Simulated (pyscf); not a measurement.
# Routes from H₂Ge=Se + hydrogen (H₂)

Candidate steps break at most two bonds and form at most two. Each was searched with GFN2-xTB (tblite) first. Single points on ωB97X-D3(BJ)/def2-SVP structures (PySCF, gas phase). Energies: ωB97M-D3(BJ)/def2-TZVP, kcal/mol, from the separated reactants, singlet surface; ΔG‡ with ideal gas, 1 atm, RRHO with modes under 100 cm⁻¹ raised to 100, one conformer, R ln 2 for chiral ones without a mode under 150 cm⁻¹.

```tsv
products	type	ΔE‡	ΔE	ΔG‡ 298 K	ΔG‡ 900 K	ν‡ (cm⁻¹)
H₃Ge–SeH	addition across a multiple bond or ene-type step	28.1	-28.6	36.7	54.6	1425i
H₂Se + GeH₂ [singlet]	concerted two-bond exchange	48.6	+21.6	55.3	70.9	1139i
```

Row 2: On the product side the descent ends in an adduct with a Ge–Se contact, 20.1 kcal/mol under the separated species and 42.3 kcal/mol under the saddle at ωB97X-D3(BJ)/def2-TZVP. 

Plain bond fissions and candidates not yet searched are not listed, and one of them may be faster. Each barrier is that of the saddle found; lower ones may exist. Elements up to Kr have no core potential and no relativistic terms here.
